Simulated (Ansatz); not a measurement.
Compare A (`CC(=O)/C=C\O`) with its isomer B (`C=CCOC=O`).

Gas-phase electronic energies from Ansatz, PBE0-D4/def2-TZVP geometries. CCSD(T)/CBS adds triple-zeta CCSD(T) − MP2 to the extrapolated MP2 energy (def2 sets, frozen cores). DFT in def2-TZVPP. One conformer a species, not always the lowest.

A:

```xyz
12

C    -1.3706   -1.2900   -0.0190
C    -0.5453   -0.0438   -0.1295
O    -1.0604    1.0075   -0.5371
C     0.8428   -0.0954    0.2438
C     1.5967    1.0307    0.1452
O     1.1361    2.1800   -0.2739
H    -2.3938   -1.0881   -0.3296
H    -0.9437   -2.0790   -0.6441
H    -1.3618   -1.6566    1.0110
H     1.2884   -1.0135    0.5990
H     2.6504    1.0460    0.4144
H     0.1613    2.0021   -0.4802
```

B:

```xyz
12

C     2.215    0.122   -0.498
C     1.077    0.659   -0.087
C    -0.255    0.046   -0.327
O    -0.931   -0.061    0.938
C    -2.181   -0.510    0.880
O    -2.767   -0.824   -0.114
H     3.165    0.618   -0.340
H     2.236   -0.833   -1.014
H     1.076    1.613    0.435
H    -0.867    0.664   -0.991
H    -0.170   -0.945   -0.778
H    -2.600   -0.549    1.896
```

Which isomer does CCSD(T)/CBS put lower? Give the gap. (Estimate.)

The calculation gave: A, by 11.8 kcal/mol.

Give E(B) − E(A) in kcal/mol with PBE0-D4, LDA (SPW92), B2PLYP, HF/def2-TZVPP, r2SCAN-D4, CCSD(T)/def2-TZVPP, BLYP-D4. (An estimate is asked.)

The calculation gave: PBE0-D4 16.0, LDA (SPW92) 22.0, B2PLYP 12.8, HF/def2-TZVPP 5.5, r2SCAN-D4 16.8, CCSD(T)/def2-TZVPP 11.2, BLYP-D4 14.8. None reverses the order clearly.

Does the order hold for the free energy at 298.15 K (harmonic terms from PBE0-D4)? (Estimate.)

The calculation gave: Yes: G(B) − G(A) = +11.7 kcal/mol, for one conformer each. Modes under 60 cm⁻¹, often nearly free rotors, make the harmonic entropy too high.

Largest T1 diagnostic: 0.017.

The D4 term adds +0.8 kcal/mol with B3LYP and +0.4 kcal/mol with PBE0; it sums over pairs of atoms, weighted by their polarisabilities, and B3LYP, whose exchange is more repulsive, gets the larger term. From r2SCAN to r2SCAN0 (25 % exact exchange), in def2-TZVPP and without D4, E(B) − E(A) moves by −1.2 kcal/mol.

B3LYP here is the variant with VWN-RPA as its local correlation; programs differ in this.
